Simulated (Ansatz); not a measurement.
# HSO−: functionals against CCSD(T) at one geometry

The atoms stand at a structure displaced at random from a GFN2-xTB minimum. How far do the functionals agree with CCSD(T) there?

The runs use Ansatz 0.2.0, Gaussian basis; single points in def2-TZVPPD.

Correlated methods freeze the cores.

## (1) The starting structure

SMILES `[O-]S`, 3 atoms, charge -1, spin multiplicity 1.

Atoms are counted from 1 here; the program's logs count them from 0.

Bond lengths: O1–S2 1.571 Å, S2–H3 1.491 Å. Angles: O1–S2–H3 104.5°.

Coordinates:

```xyz
3

O    -0.0591    1.2623    0.1406
S    -0.5147   -0.1836   -0.2728
H     0.5929   -1.0694    0.1881
```

## (2) CCSD(T)/def2-TZVPPD

Contents of run/in.yaml:

```yaml
crystal:
  periodic: [false, false, false]
  atoms:
    - {symbol: O, position_ang: [-0.059100, 1.262300, 0.140600]}
    - {symbol: S, position_ang: [-0.514700, -0.183600, -0.272800]}
    - {symbol: H, position_ang: [0.592900, -1.069400, 0.188100]}
basis:
  gaussian: {orbitals: "def2-TZVPPD.json"}
total_charge: -1
correlation: {method: ccsd_t}
output: {forces: true}
```

The basis file named in the input lies beside it (Basis Set Exchange, JSON).

The command line of these runs was not kept.

## (3) PBE0-D4/def2-TZVPPD

run/in.yaml: that of step 2 with these lines changed.

```diff
@@ -9,3 +9,3 @@
 total_charge: -1
-correlation: {method: ccsd_t}
-output: {forces: true}
+hamiltonian: {xc: pbe0, dispersion: d4}
+output: {forces: true, orbitals: {seedname: orbitals}}
```

## (4) wB97M-V/def2-TZVPPD

run/in.yaml: that of step 3 with these lines changed.

```diff
@@ -9,3 +9,3 @@
 total_charge: -1
-hamiltonian: {xc: pbe0, dispersion: d4}
-output: {forces: true, orbitals: {seedname: orbitals}}
+hamiltonian: {xc: {name: wB97M-V}}
+output: {forces: true}
```

## (5) r2SCAN-D4/def2-TZVPPD

run/in.yaml: that of step 4 with these lines changed.

```diff
@@ -9,3 +9,3 @@
 total_charge: -1
-hamiltonian: {xc: {name: wB97M-V}}
+hamiltonian: {xc: r2scan, dispersion: d4}
 output: {forces: true}
```

## (6) PBE-D4/def2-TZVPPD

run/in.yaml: that of step 5 with these lines changed.

```diff
@@ -9,3 +9,3 @@
 total_charge: -1
-hamiltonian: {xc: r2scan, dispersion: d4}
+hamiltonian: {xc: pbe, dispersion: d4}
 output: {forces: true}
```

## (7) HSE06-D4/def2-TZVPPD

run/in.yaml: that of step 6 with these lines changed.

```diff
@@ -9,3 +9,3 @@
 total_charge: -1
-hamiltonian: {xc: pbe, dispersion: d4}
+hamiltonian: {xc: hse06, dispersion: d4}
 output: {forces: true}
```

## (8) wB97X-V/def2-TZVPPD

run/in.yaml: that of step 7 with these lines changed.

```diff
@@ -9,3 +9,3 @@
 total_charge: -1
-hamiltonian: {xc: hse06, dispersion: d4}
+hamiltonian: {xc: {name: wB97X-V}}
 output: {forces: true}
```

(Steps that only read results are left out.)

Before running it: what results should come out? Wanted: RMS force component; RMS force error; HOMO and LUMO, PBE0-D4; T1 diagnostic.

The runs gave:

| quantity | value |
| --- | --- |
| RMS force component | 0.641 to 0.900 eV/Å over the methods |
| RMS force error | PBE0-D4 0.315, wB97M-V 0.221, r2SCAN-D4 0.214, PBE-D4 0.207, HSE06-D4 0.314, wB97X-V 0.232 eV/Å |
| HOMO and LUMO, PBE0-D4 | 0.88 and 4.18 eV |
| T1 diagnostic | 0.019 |

In words: On forces the order runs from PBE-D4 to PBE0-D4. Frozen-core CCSD(T) forces in triple zeta carry basis errors of their own, and this is one geometry, so small gaps rank nothing.
